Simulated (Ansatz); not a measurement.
System: zinc-blende MgS (metastable phase). Method: BLYP (Ansatz, a quantum-chemistry and plane-wave program, plane waves, PAW).

Numerical settings: plane-wave cutoff 520 eV, 10×10×10 k mesh, Fermi–Dirac smearing 0.01 eV, scalar-relativistic PAW data made under PBE.

The cell has the measured lattice parameters. Conventional cell: a = 5.6220 Å, b = 5.6220 Å, c = 5.6220 Å, α = 90.00°, β = 90.00°, γ = 90.00°.

```xyz
2
Lattice="0.0000 -2.8110 2.8110 2.8110 -2.8110 0.0000 2.8110 0.0000 2.8110" Properties=species:S:1:pos:R:3 pbc="T T T"
Mg     0.0000     0.0000     0.0000
S      1.4055    -1.4055     1.4055
```

Problem. List the 5 lowest band energies at Γ above −25 eV (eV, relative to the valence band maximum), grouping those that round alike.

Solution. At Γ: -11.33, 0.00 (×3), 3.71.

Note: cell and atoms aren't relaxed at this level (pressure 3.9 GPa).
